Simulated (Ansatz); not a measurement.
Input file:

```yaml
crystal:
  periodic: [false, false, false]
  atoms:
    - {symbol: Ti, position_ang: [0.000000, 0.000000, 0.498866]}
    - {symbol: N, position_ang: [0.000000, 0.000000, -1.415236]}
    - {symbol: H, position_ang: [0.000000, -0.819554, -2.012236]}
    - {symbol: H, position_ang: [0.000000, 0.819554, -2.012236]}
basis:
  gaussian: {orbitals: def2-SVP}
magnetization: {spin_polarized: true, initial_magnetization: 5}
hamiltonian: {xc: {name: PBE}}
output: {orbitals: {seedname: orbitals}}
```

```sh
$ ansatz run in.yaml --threads 1 --pin off --events-out ev --progress --plain --max-ram 2393MiB
```

Q: Roughly how long does this take on 1 thread of Arm Neoverse V2, shared host, and how much host memory?

A: 32 s wall and 0.13 GiB.

```
668 factors; their error is unknown
mean field evaluation 1: about -24601.3001 eV, gradient 4.8e1 eV
mean field evaluation 2: about -24552.2665 eV, gradient 8.7e1 eV
mean field evaluation 4: about -24606.5651 eV, gradient 3.6e1 eV
mean field evaluation 8: about -24618.9634 eV, gradient 1.0e-1 eV
mean field evaluation 16: about -24618.9352 eV, gradient 1.2e-3 eV
mean field evaluation 32: about -24618.9309 eV, gradient 1.1e-1 eV
mean field evaluation 64: about -24618.1582 eV, gradient 1.7e0 eV
mean field evaluation 96: about -24618.6202 eV, gradient 2.1e-2 eV
mean field evaluation 128: about -24618.9239 eV, gradient 4.9e-1 eV
mean field evaluation 160: about -24618.2823 eV, gradient 7.1e-1 eV
mean field evaluation 192: about -24618.0002 eV, gradient 4.9e0 eV
mean field evaluation 224: about -24617.4719 eV, gradient 3.9e0 eV
mean field evaluation 256: about -24618.4743 eV, gradient 3.2e-1 eV
mean field -24619.00230520 eV, -904.7316473569 hartree, gradient 8.2e-6 eV, S^2 8.751674; 15 other end points of the search recorded, 0 dependent functions left out
reference -24619.00235802 eV, -904.7316492983 hartree; 18, 13 occupied and 37, 42 virtual orbitals, 668 factors
Total energy: -24619.00235802 eV, -904.7316492983 hartree
```
